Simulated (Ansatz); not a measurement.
We consider 1T (CdI2-type) CdI2, described by LDA in Ansatz (PAW).

Run with plane-wave cutoff 520 eV, 12×12×6 k mesh (along the axes of the cell as run), Fermi–Dirac smearing 0.01 eV, scalar-relativistic PAW data made under PBE.

Cell (relaxed at this level):

```cif
data_CdI2
_chemical_formula_sum 'Cd1 I2'
_space_group_name_H-M_alt 'P-3m1'
_space_group_IT_number 164
_space_group_name_Hall '-P 3 2"'
_cell_length_a 4.16376
_cell_length_b 4.16376
_cell_length_c 6.66012
_cell_angle_alpha 90.000
_cell_angle_beta 90.000
_cell_angle_gamma 120.000
loop_
_atom_site_label
_atom_site_type_symbol
_atom_site_symmetry_multiplicity
_atom_site_Wyckoff_symbol
_atom_site_fract_x
_atom_site_fract_y
_atom_site_fract_z
_atom_site_occupancy
Cd1 Cd 1 a 0.00000 0.00000 0.00000 1
I1 I 2 d 0.33333 0.66667 0.25393 1
```

Task: Estimate the bulk modulus B0, band gap, smallest direct gap on the k points sampled and pressure derivative B′ of the bulk modulus that the calculation returns.

Result: 
- bulk modulus B0: 18.9 GPa
- band gap: 2.14 eV
- smallest direct gap on the k points sampled: 2.50 eV
- pressure derivative B′ of the bulk modulus: 11.7

Note: the bulk modulus comes from volumes at which shape and atoms were relaxed.

Spin–orbit coupling is not included; with these elements it can move the gap by several tenths of an eV or more.

The computed numbers hold no vibrational or temperature effects.

Computing time: roughly 12 core-minutes.

Ansatz is a first-principles code.
